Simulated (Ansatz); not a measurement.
C4H6O2 can be A, `C=C(C)C(=O)O`, or B, `CC(=O)/C=C\O`.

Gas-phase electronic energies from Ansatz, PBE0-D4/def2-TZVP geometries. CCSD(T)/CBS adds triple-zeta CCSD(T) − MP2 to the extrapolated MP2 energy (def2 sets, frozen cores). Functionals use def2-TZVPP. B3LYP here is the variant with VWN-RPA as its local correlation; programs differ in this. Each species was taken in one conformer, which may not be the lowest.

(1) Which isomer does CCSD(T)/CBS put lower? Give the gap. (Best estimate.)

(2) Give E(B) − E(A) in kcal/mol with BLYP-D4, CCSD/def2-TZVPP, LDA (SPW92), PBE0-D4, B3LYP, HF/def2-TZVPP, PBE-D4. (An estimate is asked.)

(3) Does the order hold for the free energy at 298.15 K (harmonic terms from PBE0-D4)? (An estimate is asked.)

Largest T1 diagnostic: 0.017.

Answers

(1) Computed: A, by 6.7 kcal/mol.

(2) Ansatz gave: BLYP-D4 2.6, CCSD/def2-TZVPP 8.0, LDA (SPW92) -1.3, PBE0-D4 3.5, B3LYP 3.8, HF/def2-TZVPP 10.2, PBE-D4 1.6. The order is the other way round with LDA (SPW92).

(3) Computed: Yes: G(B) − G(A) = +6.1 kcal/mol, for one conformer each. Modes under 60 cm⁻¹, often nearly free rotors, make the harmonic entropy too high.

At CCSD(T), def2-SVP lies +1.5 kcal/mol from the extrapolated value and def2-TZVPP +0.2 kcal/mol. In def2-TZVPP, CCSD(T) changes the Hartree–Fock value by −3.3 kcal/mol (the triples alone add −1.1 kcal/mol) and MP2 by −3.7 kcal/mol.
